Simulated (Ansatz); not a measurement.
A nudged elastic band was laid between two geometries of AlClH2 + H (5 atoms, charge 0, multiplicity 2).

Theory: Ansatz 0.2.0, UKS LDA/def2-SVP.

```
movable images  : 7
climbing image  : yes
spring          : 5.0 eV/Å²
optimiser       : quadratic models (default)
start path      : through a guess of the saddle point
force threshold : 0.05 eV/Å
iteration limit : 60
end points      : relaxed
```

First end point:

```xyz
5
Properties=species:S:1:pos:R:3
Al -0.001 0.000 -0.051
Cl -0.005 0.004 2.051
H 1.421 -0.001 -0.773
H -1.419 -0.001 -0.779
H 0.005 -0.002 4.622
```

Last end point:

```xyz
5
Properties=species:S:1:pos:R:3
Al 0.000 0.000 -0.149
Cl 0.000 0.000 2.936
H 1.388 0.000 -0.990
H -1.388 0.000 -0.990
H -0.001 0.001 4.263
```

Q: Which bonds break or form, and what moves?

A: Bonds broken: Al1–Cl2. Bonds formed: Cl2–H5. AlClH2 + H becomes AlH2 + ClH.

Q: Give the energies along the band, and the barrier.

A: The run converged. The highest image is number 6 of 0 to 8, 59.2 kJ/mol above the first end and 1.1 kJ/mol above the last; the last end lies 58.1 kJ/mol above the first. A vibrational analysis at the climbing image gives 3 clearly imaginary modes (429i, 112i, 64i cm⁻¹): a point of higher order, so a lower path passes nearby.

| image | path coordinate (Å) | energy (kJ/mol) | Al1–Cl2 (Å) | Cl2–H5 (Å) |
| --- | --- | --- | --- | --- |
| 0 | 0.00 | 0.0 | 2.10 | 2.57 |
| 1 | 0.17 | 0.8 | 2.10 | 2.38 |
| 2 | 0.34 | 4.0 | 2.11 | 2.18 |
| 3 | 0.51 | 14.2 | 2.15 | 1.96 |
| 4 | 0.68 | 37.4 | 2.28 | 1.73 |
| 5 | 0.85 | 56.3 | 2.47 | 1.53 |
| 6 | 1.02 | 59.2 | 2.67 | 1.39 |
| 7 | 1.24 | 58.5 | 2.89 | 1.35 |
| 8 | 1.45 | 58.1 | 3.09 | 1.33 |

Q: What is the geometry of the highest image?

A: 
```xyz
5
Properties=species:S:1:pos:R:3:forces:R:3
Al 0.000 0.000 -0.005 0.00 0.00 0.00
Cl 0.000 0.000 2.670 0.00 0.00 0.00
H 1.395 0.000 -0.829 0.00 0.00 0.00
H -1.394 0.000 -0.829 0.00 0.00 0.00
H 0.000 0.000 4.063 0.00 0.00 0.00
```

Time of the run: 38 s on 1 thread of Arm Neoverse V1, with other jobs on the host, peak memory 0.1 GiB.
